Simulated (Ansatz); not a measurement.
# C2H6B (SMILES [CH2]BC) at UB2PLYP/6-311+G(d,p)

Aim: the vertical electron affinity of C2H6B at UB2PLYP/6-311+G**, from 2 runs. 

The calculation is run with Ansatz 0.2.0.

45 further runs of the same task are left out: 45 set aside as unsound or not needed.

### 1 The structure to begin with

The species is C2H6B (9 atoms), meant as a doublet with charge 0. SMILES: `[CH2]BC`. The shape is that of a PBE0-D4/def2-TZVP optimisation. This is one conformer, not always the lowest.

Bond lengths: C1–B2 1.531 Å, B2–C3 1.561 Å, C1–H4 1.088 Å, C1–H5 1.087 Å, B2–H6 1.202 Å, C3–H7 1.092 Å, C3–H8 1.097 Å, C3–H9 1.097 Å. Some angles: C1–B2–C3 122.9°, C1–B2–H6 118.3°, C3–B2–H6 118.8°, B2–C1–H4 122.7°, B2–C1–H5 123.3°, B2–C3–H7 115.2°, B2–C3–H8 109.8°, B2–C3–H9 110.0°, H4–C1–H5 113.9°, H7–C3–H8 108.4°.

### 2 The energy at UB2PLYP/6-311+G(d,p)

File molecule.yaml:

```yaml
basis:
  gaussian:
    orbitals: 6-311+G_st__st_.json
crystal:
  periodic: [false, false, false]
  atoms:
    - symbol: C
      position_ang: [-0.840100, 0.743300, -1.023500]
    - symbol: B
      position_ang: [0.191800, 0.540800, 0.089100]
    - symbol: C
      position_ang: [0.525000, -0.860100, 0.691800]
    - symbol: H
      position_ang: [-1.406600, -0.078400, -1.457800]
    - symbol: H
      position_ang: [-1.074500, 1.714900, -1.450600]
    - symbol: H
      position_ang: [0.769100, 1.506600, 0.513000]
    - symbol: H
      position_ang: [-0.036500, -1.695300, 0.267500]
    - symbol: H
      position_ang: [1.596100, -1.069200, 0.576400]
    - symbol: H
      position_ang: [0.364200, -0.849200, 1.777100]
magnetization:
  spin_polarized: true
  initial_magnetization: 1
hamiltonian:
  xc: {name: B2PLYP}
correlation:
  frozen_orbitals: {B: 1, C: 1, H: 0}
accuracy: high
output: {orbitals: {seedname: orbitals}}
```

The basis set 6-311+G** is read from a file made from the Basis Set Exchange's data (not shown).

The run is started by

```console
ansatz run molecule.yaml --threads 1 --pin off --max-ram 3480MiB --events-out events.jsonl --progress --plain --runs-dir runs
```

What it wrote:

```text
Warning: RAYON_NUM_THREADS=1 ignored (pool sized by the plan → 1); use --threads N
Functional definition: B2PLYP
  name "B2PLYP"
  parameter a = 0.53
  parameter c = 0.27
  exchange = (1 - a)*b88_x + a*exact_x
  correlation = (1 - c)*lyp_c + c*(mp2_os + mp2_ss)
2069 factors; integrals over basis functions are off by at most 3.6e-9 eV
mean field evaluation 1: about -2835.6918 eV, gradient 3.2e1 eV
mean field evaluation 2: about -2835.7339 eV, gradient 3.2e1 eV
mean field evaluation 4: about -2840.6345 eV, gradient 1.4e0 eV
mean field evaluation 8: about -2840.6518 eV, gradient 6.8e-2 eV
mean field evaluation 16: about -2840.6519 eV, gradient 1.4e-4 eV
mean field -2840.65185872 eV, -104.3920303448 hartree, gradient 9.9e-8 eV, S^2 0.753698; 0 other end points of the search recorded, 0 dependent functions left out
3 core orbitals not correlated: weight in the atoms' cores, before any rotation towards them, 1.000 or more for the frozen orbitals, at most 0.000 for the correlated occupied ones
reference -2840.65188867 eV, -104.3920314457 hartree; 9, 8 occupied and 90, 91 virtual orbitals, 2069 factors
second order -12.15547581 eV of doubles, -0.00000000 eV of singles
Total energy: -2843.93386714 eV, -104.5126419298 hartree
```

Wall time 11 s (1 thread of Arm Neoverse V2, shared host); peak memory 0.39 GiB.

### 3 The singlet anion at the same level

File molecule.yaml:

```yaml
basis:
  gaussian:
    orbitals: 6-311+G_st__st_.json
crystal:
  periodic: [false, false, false]
  atoms:
    - {symbol: C, position_ang: [-0.840100, 0.743300, -1.023500]}
    - {symbol: B, position_ang: [0.191800, 0.540800, 0.089100]}
    - {symbol: C, position_ang: [0.525000, -0.860100, 0.691800]}
    - {symbol: H, position_ang: [-1.406600, -0.078400, -1.457800]}
    - {symbol: H, position_ang: [-1.074500, 1.714900, -1.450600]}
    - {symbol: H, position_ang: [0.769100, 1.506600, 0.513000]}
    - {symbol: H, position_ang: [-0.036500, -1.695300, 0.267500]}
    - {symbol: H, position_ang: [1.596100, -1.069200, 0.576400]}
    - {symbol: H, position_ang: [0.364200, -0.849200, 1.777100]}
output:
  orbitals: {seedname: orbitals}
hamiltonian:
  xc: {name: B2PLYP}
accuracy: high
correlation:
  frozen_orbitals: {B: 1, C: 1, H: 0}
total_charge: -1
```

The basis set 6-311+G** is read from a file made from the Basis Set Exchange's data (not shown).

The run is started by

```console
ansatz run molecule.yaml --threads 1 --pin off --max-ram 3480MiB --events-out events.jsonl --progress --plain --runs-dir runs
```

What it wrote:

```text
Warning: RAYON_NUM_THREADS=1 ignored (pool sized by the plan → 1); use --threads N
[... 6 set-up lines as earlier in the session ...]
2069 factors; integrals over basis functions are off by at most 3.6e-9 eV
mean field evaluation 1: about -2837.6530 eV, gradient 3.8e1 eV
mean field evaluation 2: about -2837.6523 eV, gradient 3.8e1 eV
mean field evaluation 4: about -2841.5069 eV, gradient 4.1e0 eV
mean field evaluation 8: about -2841.5570 eV, gradient 2.9e-1 eV
mean field evaluation 16: about -2841.5574 eV, gradient 1.0e-5 eV
mean field -2841.55741297 eV, -104.4253088497 hartree, gradient 3.4e-8 eV, S^2 0.000000; 0 other end points of the search recorded, 0 dependent functions left out
3 core orbitals not correlated: weight in the atoms' cores, before any rotation towards them, 1.000 or more for the frozen orbitals, at most 0.000 for the correlated occupied ones
reference -2841.55743798 eV, -104.4253097691 hartree; 9, 9 occupied and 90, 90 virtual orbitals, 2069 factors
second order -14.08073768 eV of doubles, -0.00000000 eV of singles
Total energy: -2845.35923716 eV, -104.5650233118 hartree
```

Run time: 7.8 s. Hardware: 1 thread of Arm Neoverse V2, shared host; peak memory 0.32 GiB.

### 4 What came out

Level: UB2PLYP/6-311+G**, 3 core orbitals frozen.

```
                                                               quantity          value
                                            doublet C2H6B: total energy  -104.51264 Eh
doublet C2H6B: HOMO energy (SCF part's orbitals) (highest over α and β)       -8.66 eV
 doublet C2H6B: LUMO energy (SCF part's orbitals) (lowest over α and β)       -1.76 eV
                                                    doublet C2H6B: ⟨S²⟩          0.754
                                            singlet anion: total energy  -104.56502 Eh
                       singlet anion: HOMO energy (SCF part's orbitals)       -0.26 eV
                       singlet anion: LUMO energy (SCF part's orbitals)        4.10 eV
   singlet anion: HOMO–LUMO gap (to an unbound level, set by the basis)        4.35 eV
                      vertical electron affinity (to the singlet anion)       1.425 eV
```

In words: At fixed nuclei the extra electron is bound by 1.43 eV (138 kJ/mol).
